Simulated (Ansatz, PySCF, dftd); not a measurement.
Species: CH4, charge 0, singlet. CH4 (SMILES C).
B3LYP-D3(BJ)/def2-TZVP minimum from Ansatz (a quantum-chemistry and plane-wave program):
```xyz
5

C      0.0000     0.0000     0.0000
H      0.6205     0.6269     0.6390
H     -0.6429    -0.6249     0.6185
H      0.6369    -0.6328    -0.6166
H     -0.6146     0.6308    -0.6409
```

Wanted: enthalpy of formation at 298 K (by atomisation, with ideal-gas terms from PySCF's Hessian at B3LYP-D3(BJ)/def2-TZVP and the atoms' measured values of the G2/97 table; no spin-orbit terms), in kJ/mol. UHF or UKS for unpaired electrons; spin-orbit terms are left out. Cores are frozen in correlated methods. Rows without X2C or -DK are non-relativistic. CBS(X,Y): correlation extrapolated as X^-3, Hartree-Fock from the larger set (Q,5: extrapolated as (X+1)exp(-9√X)). A bracket is a step between two methods taken in the basis named. The functionals are non-relativistic, so their misses hold any scalar relativity. '+ core + X2C': CCSD(T) terms for core correlation (cc-pwCVTZ) and scalar relativity (cc-pVTZ-DK). For partners of very few electrons the exact lower level stands in for a higher one.

Measured: -17.8 kcal/mol, -74.5 kJ/mol (Active Thermochemical Tables 1.112 (ions: stationary electron), as tabulated in the package chemicals); atomic spin-orbit terms, which the calculations lack, would raise the computed values.

### Question
Rank these levels by their absolute error against that value, smallest first: PBE0-D4/def2-TZVPD (Ansatz + dftd4); CCSD(T)/CBS(cc-pVQZ,cc-pV5Z) + [CCSDT(Q) - CCSD(T)]/cc-pVQZ + [CCSDTQ - CCSDT(Q)]/cc-pVDZ + core + X2C (Ansatz); MP2/cc-pVTZ (Ansatz); CCSDT(Q)/cc-pVDZ (Ansatz); CCSD/cc-pV5Z (Ansatz).

### Answer
CCSD(T)/CBS(cc-pVQZ,cc-pV5Z) + [CCSDT(Q) - CCSD(T)]/cc-pVQZ + [CCSDTQ - CCSDT(Q)]/cc-pVDZ + core + X2C (-73.6 kJ/mol, error 0.9), PBE0-D4/def2-TZVPD (-62.4 kJ/mol, error 12.1), CCSD/cc-pV5Z (-52.8 kJ/mol, error 21.7), MP2/cc-pVTZ (-32.4 kJ/mol, error 42.1), CCSDT(Q)/cc-pVDZ (30.9 kJ/mol, error 105.4)
